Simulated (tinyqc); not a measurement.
Inside a calculation. Method: CIS and TDHF on RHF in the sto-6g basis, frozen core, for OH-, spin multiplicity 1. The basis has no diffuse functions, so it cannot describe the extra electron: this is an exercise in the method, not the real anion. Computed by tinyqc, a small Python program that keeps every step (integrals from PySCF). Settings: charge = -1, multiplicity = 1, basis = sto-6g, method = RHF, frozen orbitals = 1, energy threshold = 1e-10, iteration cap = 64, orthogonalisation = canonical, start = core, DIIS depth = 6, TDHF = 1. Command: `OMP_NUM_THREADS=1 python tinyqc.py 20136 20137 out.jsonl` (the two numbers bound the seeds that draw the settings). One thread of a shared host (Intel(R) Xeon(R) Processor @ 2.60GHz), about 0.1 s of CPU time with the checks. The early iterations of the SCF are left out here.

## One-electron integrals

Geometry (angstrom):
```
atom        x        y        z
O     0.00000  0.00000  0.00000
H     0.00000  0.00000  1.35200
```

Basis sto-6g: exponents (1/bohr^2) and contraction coefficients of normalised primitives:
```
element  l (shell)    exponent  coefficient
O            s (1)  1355.58423      0.00916
O            s (1)   248.54489      0.04936
O            s (1)    69.53390      0.16854
O            s (1)    23.88677      0.37056
O            s (1)     9.27593      0.41649
O            s (1)     3.82034      0.13033
O            s (2)    52.18776     -0.01325
O            s (2)    10.32932     -0.04699
O            s (2)     3.21034     -0.03379
O            s (2)     1.23514      0.25024
O            s (2)     0.53642      0.59512
O            s (2)     0.24588      0.24071
O            p (3)    52.18776      0.00376
O            p (3)    10.32932      0.03768
O            p (3)     3.21034      0.17390
O            p (3)     1.23514      0.41804
O            p (3)     0.53642      0.42586
O            p (3)     0.24588      0.10171
H            s (1)    35.52322      0.00916
H            s (1)     6.51314      0.04936
H            s (1)     1.82214      0.16854
H            s (1)     0.62596      0.37056
H            s (1)     0.24308      0.41649
H            s (1)     0.10011      0.13033
```

Overlap, kinetic and nuclear-attraction integrals over the contracted functions; the nuclear repulsion is the sum of Za Zb / Rab.

nuclear repulsion = 3.1312261 hartree

overlap S, order 1O 1s, 1O 2s, 1O 2px, 1O 2py, 1O 2pz, 2H 1s:
$$\begin{pmatrix}
1.00000 & 0.23114 & 0.00000 & 0.00000 & 0.00000 & 0.02227 \\
0.23114 & 1.00000 & 0.00000 & 0.00000 & 0.00000 & 0.26027 \\
0.00000 & 0.00000 & 1.00000 & 0.00000 & 0.00000 & 0.00000 \\
0.00000 & 0.00000 & 0.00000 & 1.00000 & 0.00000 & 0.00000 \\
0.00000 & 0.00000 & 0.00000 & 0.00000 & 1.00000 & 0.24616 \\
0.02227 & 0.26027 & 0.00000 & 0.00000 & 0.24616 & 1.00000
\end{pmatrix}$$

kinetic energy T (hartree), order 1O 1s, 1O 2s, 1O 2px, 1O 2py, 1O 2pz, 2H 1s:
$$\begin{pmatrix}
29.32720 & -0.89602 & 0.00000 & 0.00000 & 0.00000 & -0.00608 \\
-0.89602 & 0.84262 & 0.00000 & 0.00000 & 0.00000 & 0.01034 \\
0.00000 & 0.00000 & 2.53131 & 0.00000 & 0.00000 & 0.00000 \\
0.00000 & 0.00000 & 0.00000 & 2.53131 & 0.00000 & 0.00000 \\
0.00000 & 0.00000 & 0.00000 & 0.00000 & 2.53131 & 0.07441 \\
-0.00608 & 0.01034 & 0.00000 & 0.00000 & 0.07441 & 0.76852
\end{pmatrix}$$

nuclear attraction V (hartree), order 1O 1s, 1O 2s, 1O 2px, 1O 2py, 1O 2pz, 2H 1s:
$$\begin{pmatrix}
-61.64972 & -6.24175 & 0.00000 & 0.00000 & -0.00823 & -0.68638 \\
-6.24175 & -9.39132 & 0.00000 & 0.00000 & -0.09753 & -1.74259 \\
0.00000 & 0.00000 & -9.37360 & 0.00000 & 0.00000 & 0.00000 \\
0.00000 & 0.00000 & 0.00000 & -9.37360 & 0.00000 & 0.00000 \\
-0.00823 & -0.09753 & 0.00000 & 0.00000 & -9.42558 & -1.45262 \\
-0.68638 & -1.74259 & 0.00000 & 0.00000 & -1.45262 & -4.34766
\end{pmatrix}$$

core Hamiltonian H = T + V (hartree), order 1O 1s, 1O 2s, 1O 2px, 1O 2py, 1O 2pz, 2H 1s:
$$\begin{pmatrix}
-32.32252 & -7.13778 & 0.00000 & 0.00000 & -0.00823 & -0.69245 \\
-7.13778 & -8.54870 & 0.00000 & 0.00000 & -0.09753 & -1.73225 \\
0.00000 & 0.00000 & -6.84229 & 0.00000 & 0.00000 & 0.00000 \\
0.00000 & 0.00000 & 0.00000 & -6.84229 & 0.00000 & 0.00000 \\
-0.00823 & -0.09753 & 0.00000 & 0.00000 & -6.89427 & -1.37820 \\
-0.69245 & -1.73225 & 0.00000 & 0.00000 & -1.37820 & -3.57914
\end{pmatrix}$$

## Two-electron integrals

Functions are numbered as in S; the eight-fold symmetry (ij|kl) = (ji|kl) = (kl|ij) leaves the list below.

Two-electron integrals (ij|kl) in chemists' order, unique and non-zero (hartree):
```
(11|11) 4.78749   (21|11) 0.67588   (21|21) 0.12150   (22|11) 1.11738
(22|21) 0.24921   (22|22) 0.81738   (31|31) 0.02576   (32|31) 0.03914
(32|32) 0.18066   (33|11) 1.11738   (33|21) 0.24921   (33|22) 0.81738
(33|33) 0.88066   (41|41) 0.02576   (42|41) 0.03914   (42|42) 0.18066
(43|43) 0.04746   (44|11) 1.11738   (44|21) 0.24921   (44|22) 0.81738
(44|33) 0.78574   (44|44) 0.88066   (51|51) 0.02576   (52|51) 0.03914
(52|52) 0.18066   (53|53) 0.04746   (54|54) 0.04746   (55|11) 1.11738
(55|21) 0.24921   (55|22) 0.81738   (55|33) 0.78574   (55|44) 0.78574
(55|55) 0.88066   (61|11) 0.06911   (61|21) 0.01193   (61|22) 0.02398
(61|33) 0.02393   (61|44) 0.02393   (61|51) 0.00058   (61|52) 0.00115
(61|55) 0.02408   (61|61) 0.00119   (62|11) 0.19573   (62|21) 0.04440
(62|22) 0.16487   (62|33) 0.16200   (62|44) 0.16200   (62|51) 0.00357
(62|52) 0.02804   (62|55) 0.17060   (62|61) 0.00440   (62|62) 0.04450
(63|31) 0.00455   (63|32) 0.02682   (63|53) 0.00558   (63|63) 0.00574
(64|41) 0.00455   (64|42) 0.02682   (64|54) 0.00558   (64|64) 0.00574
(65|11) 0.15486   (65|21) 0.03558   (65|22) 0.14068   (65|33) 0.13474
(65|44) 0.13474   (65|51) 0.00693   (65|52) 0.04845   (65|55) 0.15257
(65|61) 0.00366   (65|62) 0.04610   (65|65) 0.05280   (66|11) 0.38839
(66|21) 0.08969   (66|22) 0.38273   (66|33) 0.36975   (66|44) 0.36975
(66|51) 0.00777   (66|52) 0.08668   (66|55) 0.40869   (66|61) 0.00892
(66|62) 0.14207   (66|65) 0.16696   (66|66) 0.77500
```

## Orthogonalisation

S = U s U^T; canonical form X = U s^(-1/2), so that X^T S X = 1. Each column of U has its largest component positive (the first on a tie).

eigenvalues of S: [0.60695, 0.84884, 1.00000, 1.00000, 1.13228, 1.41193]

X, order 1O 1s, 1O 2s, 1O 2px, 1O 2py, 1O 2pz, 2H 1s:
$$\begin{pmatrix}
0.40689 & 0.69756 & 0.00000 & 0.00000 & -0.55765 & 0.30850 \\
-0.76895 & -0.42000 & 0.00000 & 0.00000 & -0.34972 & 0.49995 \\
0.00000 & 0.00000 & 0.98685 & 0.16162 & 0.00000 & 0.00000 \\
0.00000 & 0.00000 & -0.16162 & 0.98685 & 0.00000 & 0.00000 \\
-0.50094 & 0.61159 & 0.00000 & 0.00000 & 0.59084 & 0.30912 \\
0.79987 & -0.37557 & 0.00000 & 0.00000 & 0.31750 & 0.51728
\end{pmatrix}$$

Within a degenerate level the vectors are fixed only up to a rotation; this is one choice.

## Starting guess

The start is the orbitals of the core Hamiltonian; D = 2 C_occ C_occ^T.

D at the start, order 1O 1s, 1O 2s, 1O 2px, 1O 2py, 1O 2pz, 2H 1s:
$$\begin{pmatrix}
2.11569 & -0.50484 & 0.00000 & 0.00000 & -0.01590 & 0.04736 \\
-0.50484 & 2.20096 & 0.00000 & 0.00000 & 0.08868 & -0.19740 \\
0.00000 & 0.00000 & 2.00000 & 0.00000 & 0.00000 & 0.00000 \\
0.00000 & 0.00000 & 0.00000 & 2.00000 & 0.00000 & 0.00000 \\
-0.01590 & 0.08868 & 0.00000 & 0.00000 & 2.08766 & -0.22437 \\
0.04736 & -0.19740 & 0.00000 & 0.00000 & -0.22437 & 0.04018
\end{pmatrix}$$

## Iteration 8 (converged): orbitals

converged F (hartree), order 1O 1s, 1O 2s, 1O 2px, 1O 2py, 1O 2pz, 2H 1s:
$$\begin{pmatrix}
-19.79477 & -4.80579 & 0.00000 & 0.00000 & -0.01273 & -0.46853 \\
-4.80579 & -1.72361 & 0.00000 & 0.00000 & 0.02401 & -0.37323 \\
0.00000 & 0.00000 & 0.15919 & 0.00000 & 0.00000 & 0.00000 \\
0.00000 & 0.00000 & 0.00000 & 0.15919 & 0.00000 & 0.00000 \\
-0.01273 & 0.02401 & 0.00000 & 0.00000 & 0.54968 & -0.23892 \\
-0.46853 & -0.37323 & 0.00000 & 0.00000 & -0.23892 & 0.11156
\end{pmatrix}$$

Diagonalise F' = X^T F X, C = X C', fill 5 alpha and 5 beta electrons from the bottom; D = 2 C_occ C_occ^T. Each column has its largest component positive (the first on a tie).

F' = X^T F X (hartree):
$$\begin{pmatrix}
-0.71046 & -3.31683 & 0.00000 & 0.00000 & 2.77240 & -1.92218 \\
-3.31683 & -6.68434 & 0.00000 & 0.00000 & 7.47243 & -4.88130 \\
0.00000 & 0.00000 & 0.15919 & 0.00000 & 0.00000 & 0.00000 \\
0.00000 & 0.00000 & 0.00000 & 0.15919 & 0.00000 & 0.00000 \\
2.77240 & 7.47243 & 0.00000 & 0.00000 & -7.88008 & 5.68921 \\
-1.92218 & -4.88130 & 0.00000 & 0.00000 & 5.68921 & -4.12879
\end{pmatrix}$$

orbital energies (hartree): MO1 -19.79777, MO2 -0.60449, MO3 0.08722, MO4 0.15919, MO5 0.15919, MO6 0.91137

coefficients C, order 1O 1s, 1O 2s, 1O 2px, 1O 2py, 1O 2pz, 2H 1s:
$$\begin{pmatrix}
0.99692 & -0.24179 & 0.06108 & 0.00000 & 0.00000 & -0.04744 \\
0.01320 & 0.98076 & -0.33031 & 0.00000 & 0.00000 & 0.26224 \\
0.00000 & 0.00000 & 0.00000 & -0.16471 & 0.98634 & 0.00000 \\
0.00000 & 0.00000 & 0.00000 & 0.98634 & 0.16471 & 0.00000 \\
0.00107 & -0.01210 & 0.46618 & 0.00000 & 0.00000 & 0.92313 \\
-0.00204 & 0.14052 & 0.79452 & 0.00000 & 0.00000 & -0.70584
\end{pmatrix}$$

D after iteration 8, order 1O 1s, 1O 2s, 1O 2px, 1O 2py, 1O 2pz, 2H 1s:
$$\begin{pmatrix}
2.11207 & -0.48830 & 0.00000 & 0.00000 & 0.06493 & 0.02504 \\
-0.48830 & 2.14232 & 0.00000 & 0.00000 & -0.33166 & -0.24929 \\
0.00000 & 0.00000 & 2.00000 & 0.00000 & 0.00000 & 0.00000 \\
0.00000 & 0.00000 & 0.00000 & 2.00000 & 0.00000 & 0.00000 \\
0.06493 & -0.33166 & 0.00000 & 0.00000 & 0.43494 & 0.73738 \\
0.02504 & -0.24929 & 0.00000 & 0.00000 & 0.73738 & 1.30203
\end{pmatrix}$$

Within a degenerate level the vectors are fixed only up to a rotation; this is one choice.

## Convergence

Stop when the energy changes by less than 1e-10 hartree and every element of the error matrix X^T (F D S - S D F) X is below 3e-06.

Course of the cycle:
```
iteration  E (hartree)     change  largest element of the error matrix
1          -73.6608399          -                             4.37e-01
2          -74.6652184  -1.00e+00                             2.65e-01
3          -74.7447315  -7.95e-02                             8.75e-02
4          -74.7546992  -9.97e-03                             9.61e-04
5          -74.7547001  -8.74e-07                             4.77e-04
6          -74.7547003  -2.91e-07                             2.28e-05
7          -74.7547003  -9.17e-10                             4.13e-07
8          -74.7547003  -2.98e-13                             6.63e-12
```

PySCF RHF in the same basis = -74.7547003 hartree

Converged in 8 iterations.

## Populations, bond orders and dipole

Mulliken: Z minus the diagonal of D S on the atom; Loewdin: the same with S^(1/2) D S^(1/2); Mayer order: 2 sum_s sum (D(s) S)_ij (D(s) S)_ji over the two atoms.

Charges (e):
```
atom  Mulliken   Loewdin
1O    -0.58078  -0.59149
2H    -0.41922  -0.40851
```

Mayer bond orders:
```
pair    order
2-1   0.82425
```

dipole moment about the origin, x y z (debye): [0.00000, 0.00000, -2.15188]

## Integrals over molecular orbitals

(pq|rs) = sum C_ip C_jq C_kr C_ls (ij|kl), one index at a time.

one-electron integrals over orbitals h = C^T H C (hartree):
$$\begin{pmatrix}
-32.30997 & 0.62829 & -0.15575 & 0.00000 & 0.00000 & 0.12450 \\
0.62829 & -7.22238 & 0.62492 & 0.00000 & 0.00000 & -0.60768 \\
-0.15575 & 0.62492 & -4.67232 & 0.00000 & 0.00000 & -1.60038 \\
0.00000 & 0.00000 & 0.00000 & -6.84229 & 0.00000 & 0.00000 \\
0.00000 & 0.00000 & 0.00000 & 0.00000 & -6.84229 & 0.00000 \\
0.12450 & -0.60768 & -1.60038 & 0.00000 & 0.00000 & -5.79682
\end{pmatrix}$$

Two-electron integrals over orbitals (pq|rs), unique and non-zero (hartree); the lowest 1 orbital is frozen and left out:
```
(22|22) 0.75769    (32|22) -0.07169   (32|32) 0.09885    (33|22) 0.52365
(33|32) 0.03373    (33|33) 0.61119    (42|42) 0.16390    (43|42) -0.03393
(43|43) 0.02267    (44|22) 0.78334    (44|32) -0.08776   (44|33) 0.50457
(44|44) 0.88066    (52|52) 0.16390    (53|52) -0.03393   (53|53) 0.02267
(54|54) 0.04746    (55|22) 0.78334    (55|32) -0.08776   (55|33) 0.50457
(55|44) 0.78574    (55|55) 0.88066    (62|22) 0.06114    (62|32) 0.06216
(62|33) 0.00466    (62|44) 0.06657    (62|55) 0.06657    (62|62) 0.11575
(63|22) 0.17724    (63|32) -0.09363   (63|33) -0.04040   (63|44) 0.18871
(63|55) 0.18871    (63|62) 0.01128    (63|63) 0.18828    (64|42) 0.02530
(64|43) 0.01645    (64|64) 0.03792    (65|52) 0.02530    (65|53) 0.01645
(65|65) 0.03792    (66|22) 0.67845    (66|32) -0.00641   (66|33) 0.58671
(66|44) 0.67237    (66|55) 0.67237    (66|62) 0.07026    (66|63) 0.09260
(66|66) 0.70327
```

## CIS matrix, singlets

A(ia,jb) = (e_a - e_i) d_ij d_ab + 2 (ia|jb) - (ij|ab).

CIS matrix A, singlet (hartree), order 2>6, 3>6, 4>6, 5>6:
$$\begin{pmatrix}
1.06892 & 0.02897 & 0.00000 & 0.00000 \\
0.02897 & 0.61402 & 0.00000 & 0.00000 \\
0.00000 & 0.00000 & 0.15565 & 0.00000 \\
0.00000 & 0.00000 & 0.00000 & 0.15565
\end{pmatrix}$$

## CIS singlet states

dipole integrals <i|r|a> (bohr), order 2>6, 3>6, 4>6, 5>6:
$$\begin{pmatrix}
0.00000 & 0.00000 & 0.19670 \\
0.00000 & 0.00000 & -1.25794 \\
-0.00778 & 0.04660 & 0.00000 \\
0.04660 & 0.00778 & 0.00000
\end{pmatrix}$$

Diagonalise A (1 hartree = 27.211386 eV); each vector has its largest component positive (the first on a tie). The transition dipole is mu = sqrt2 sum c_ia <i|r|a>.

singlet excitation energies (eV): [4.23544, 4.23544, 16.65822, 29.13673]

lowest vectors, order 2>6, 3>6, 4>6, 5>6:
$$\begin{pmatrix}
0.00000 & 0.00000 & -0.06330 & 0.99799 \\
0.00000 & 0.00000 & 0.99799 & 0.06330 \\
0.10950 & 0.99399 & 0.00000 & 0.00000 \\
0.99399 & -0.10950 & 0.00000 & 0.00000
\end{pmatrix}$$

oscillator strengths 2/3 w |mu|^2: [0.00046, 0.00046, 1.31209, 0.01944]

Within a degenerate level the vectors are fixed only up to a rotation; this is one choice.

## TDHF (RPA) singlet states

B(ia,jb) = 2 (ia|jb) - (ib|ja); the squared energies are the eigenvalues of (A - B)(A + B); 1 hartree = 27.211386 eV.

TDHF matrix B, singlet (hartree), order 2>6, 3>6, 4>6, 5>6:
$$\begin{pmatrix}
0.11575 & 0.01128 & 0.00000 & 0.00000 \\
0.01128 & 0.18828 & 0.00000 & 0.00000 \\
0.00000 & 0.00000 & 0.03792 & 0.00000 \\
0.00000 & 0.00000 & 0.00000 & 0.03792
\end{pmatrix}$$

squared energies w^2 (hartree^2): [0.02279, 0.02279, 0.33974, 1.13243]

TDHF energies from the positive w^2 (eV): [4.10785, 4.10785, 15.86082, 28.95720]

## CIS matrix, triplets

A(ia,jb) = (e_a - e_i) d_ij d_ab - (ij|ab).

CIS matrix A, triplet (hartree), order 2>6, 3>6, 4>6, 5>6:
$$\begin{pmatrix}
0.83741 & 0.00641 & 0.00000 & 0.00000 \\
0.00641 & 0.23745 & 0.00000 & 0.00000 \\
0.00000 & 0.00000 & 0.07982 & 0.00000 \\
0.00000 & 0.00000 & 0.00000 & 0.07982
\end{pmatrix}$$

## CIS triplet states

Diagonalise A (1 hartree = 27.211386 eV); each vector has its largest component positive (the first on a tie).

triplet excitation energies (eV): [2.17197, 2.17197, 6.45941, 22.78893]

lowest vectors, order 2>6, 3>6, 4>6, 5>6:
$$\begin{pmatrix}
0.00000 & 0.00000 & -0.01068 & 0.99994 \\
0.00000 & 0.00000 & 0.99994 & 0.01068 \\
0.17219 & 0.98506 & 0.00000 & 0.00000 \\
0.98506 & -0.17219 & 0.00000 & 0.00000
\end{pmatrix}$$

Within a degenerate level the vectors are fixed only up to a rotation; this is one choice.

## TDHF (RPA) triplet states

B(ia,jb) = - (ib|ja); the squared energies are the eigenvalues of (A - B)(A + B); 1 hartree = 27.211386 eV.

TDHF matrix B, triplet (hartree), order 2>6, 3>6, 4>6, 5>6:
$$\begin{pmatrix}
-0.11575 & -0.01128 & 0.00000 & 0.00000 \\
-0.01128 & -0.18828 & 0.00000 & 0.00000 \\
0.00000 & 0.00000 & -0.03792 & 0.00000 \\
0.00000 & 0.00000 & 0.00000 & -0.03792
\end{pmatrix}$$

squared energies w^2 (hartree^2): [0.00493, 0.00493, 0.02090, 0.68771]

TDHF energies from the positive w^2 (eV): [1.91127, 1.91127, 3.93435, 22.56592]
